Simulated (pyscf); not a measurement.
`[CH2][B]([CH3])[CH3]` [doublet] + `[H][H]` -> `[CH3][B]([CH3])[CH3]` + `[H]` [doublet] (hydrogen abstraction; doublet surface; H–H broken, C–H formed). PySCF, gas phase, ωB97X-D3(BJ)/def2-SVP geometries. Energies in kcal/mol from the separated reactants.

```csv
level,barrier,reaction energy
ωB97X-D3(BJ)/def2-TZVP,14.2,+5.8
PBE/def2-TZVP,?,+5.3
B3LYP-D3(BJ)/def2-TZVP,12.3,+9.5
PBE0-D3(BJ)/def2-TZVP,10.2,+5.0
M06-2X/def2-TZVP,?,?
HF/def2-TZVP,27.0,+7.8
```

Problem. Fill in the missing entries.

Solution. 
- PBE/def2-TZVP, barrier: 8.1
- M06-2X/def2-TZVP, barrier: 16.5
- M06-2X/def2-TZVP, reaction energy: +7.3

The functionals in the table span 8.4 kcal/mol in this barrier, from PBE to M06-2X. One saddle was located; it need not be the lowest between these sides. The angle at the transferred H is 172°.
